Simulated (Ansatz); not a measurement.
Reaction (hydrogenolysis of a Mg–F bond): `[CH3][Mg][F]` + H₂ → `[CH3][MgH]` + H–F

Calculated with Ansatz (gas phase, PBE0-D4/def2-TZVP geometries, no zero-point term in ΔE). CCSD(T)/CBS is the MP2 limit (def2-TZVPP, def2-QZVPP) plus CCSD(T) − MP2 in def2-TZVPP, frozen cores. This one scheme is used for every species. DFT in def2-TZVPP. For Mg outer-core shells are correlated without core-valence functions, which leaves a few kJ/mol of doubt a bond.

```tsv
level	ΔE (kJ/mol)
BLYP	175.4
RPA@PBE/def2-TZVPP	156.1
```

Problem. What does CCSD(T)/CBS give? (Best estimate.)

Solution. The calculation gave: +169.4 kJ/mol. The listed levels differ from it by 6.0, -13.3 kJ/mol.

Largest T1 diagnostic among the species: 0.010.

At CCSD(T), def2-SVP lies +9.0 kJ/mol from the extrapolated value and def2-TZVPP −8.2 kJ/mol. From BLYP to BHLYP (50 % exact exchange), in def2-TZVPP and without D4, ΔE moves by −10.2 kJ/mol. Leaving LDA and LC-ωPBE aside and taking each functional with its dispersion term where it has one, the values, not all of them listed here, spread over 25.7 kJ/mol, from B97M-V to BLYP-D4. LDA lies −9.4 kJ/mol from PBE without D4.
